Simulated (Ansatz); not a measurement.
We consider chalcopyrite CdGeAs2, described by PBEsol+SOC in Ansatz (plane waves, PAW).

Numerical settings: plane-wave cutoff 520 eV, 8×8×8 k mesh, Fermi–Dirac smearing 0.01 eV, PAW data made under PBE.

Cell (measured lattice):

```
CdAs2Ge
1.0
   -2.97135     2.97135     5.61000
    2.97135    -2.97135     5.61000
    2.97135     2.97135    -5.61000
Cd Ge As
2 2 4
Direct
  0.00000   0.00000   0.00000
  0.75000   0.25000   0.50000
  0.50000   0.50000   0.00000
  0.25000   0.75000   0.50000
  0.87500   0.84964   0.47464
  0.15036   0.62500   0.02536
  0.37500   0.40036   0.52536
  0.59964   0.12500   0.97464
```

Question: What does this level give for the band gap, smallest direct gap on the k points sampled and Γ–Γ gap?

Answer: 
- band gap = 0.03 eV (under three smearing widths, so not firm)
- smallest direct gap on the k points sampled = 0.09 eV
- Γ–Γ gap = 0.19 eV

Measured, for comparison: band gap 0.57 eV (temperature not stated, no zero-point or thermal correction, direct; as tabulated in Rashkeev et al. (1999), arXiv:cond-mat/9809378). Computed (rounded) less measured: band gap -0.54 eV.

Note: cell and atoms aren't relaxed at this level (pressure 0.4 GPa).

The computed numbers hold no vibrational or temperature effects.

Ansatz is a program for electronic structure.
